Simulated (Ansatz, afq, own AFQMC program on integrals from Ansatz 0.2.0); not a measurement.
Integrals from Ansatz 0.2.0, then the random walk in our own AFQMC program (afq).

```yaml
crystal:
  periodic: [false, false, false]
  atoms:
    - {symbol: O, position_ang: [0.000000, -0.064607, 0.000000]}
    - {symbol: H, position_ang: [0.000000, 0.512764, -0.821140]}
    - {symbol: H, position_ang: [0.000000, 0.512764, 0.821140]}
basis:
  gaussian: {orbitals: cc-pVDZ}
total_charge: 1
magnetization: {spin_polarized: true, initial_magnetization: 1}
correlation: {method: ccsd_t, electrons: outside_noble_gas, hamiltonian_folder: ham}
```

```sh
$ ansatz run in.yaml --threads 1 --pin off --events-out ev --progress --plain --max-ram 1843MiB
```

afq runs on the folder ham with

```
--method free --trial cisd --walkers 110 --time-step 0.03 --max-blocks 80 --target-error 0.00032 --factor-cut 1e-05 --seed 4936 --times 0,0.3,0.6,1.2,1.8,2.4,3.6,4.8,6 --taylor-order 8
```

Times are imaginary, in 1/Eh. The walk had a cap of 534 s.

Output of the walk:

```
orbitals 23  electrons 4 3  factors 162 of 217
reference energy -75.63372607 Eh
CCSD correlation -0.17015299 Eh in 9 cycles, weight of the determinant in the CISD state 0.9539
repeat  energy at the last time / Eh  error
    10  -75.807512  0.000579
    20  -75.807060  0.000502
    30  -75.806833  0.000384
    40  -75.806446  0.000310
time / (1/Eh)  energy / Eh  error  mean overlap
  0.00  -75.803907  0.000073  1.0482
  0.30  -75.806085  0.000084  1.0426
  0.60  -75.806403  0.000119  1.0445
  1.20  -75.806632  0.000131  1.0458
  1.80  -75.806677  0.000158  1.0453
  2.40  -75.806701  0.000169  1.0384
  3.60  -75.806685  0.000207  1.0425
  4.80  -75.806702  0.000284  1.0570
  6.00  -75.806539  0.000318  1.0471
energy -75.806539 +/- 0.000318 Eh
```

The run passed its tests (error under three times the target), which doesn't prove that it has relaxed.

Against this walk (error 8.7 meV) on the same determinant: CCSD(T) 12.1 meV higher (within the noise), CCSDT(Q) 0.8 meV lower (within the noise), full CI 1.2 meV lower (within the noise). The error is statistical, and a free projection of finite length keeps a remainder of its start.

Cautions: remainder of the start not in the error.

The walk took 79 s on 1 thread of Arm Neoverse V1, with other jobs on the host. The log's last line is the free-projection energy.

CCSDT and higher add their correlation energy to the determinant of the CCSD(T) run, since their own runs factorise the integrals more tightly (a shift of under 2 meV). A walk keeps the symmetry of its determinant, which the program's search chose and which needn't be the lowest solution, so a lower state of the same spin and another symmetry isn't excluded.
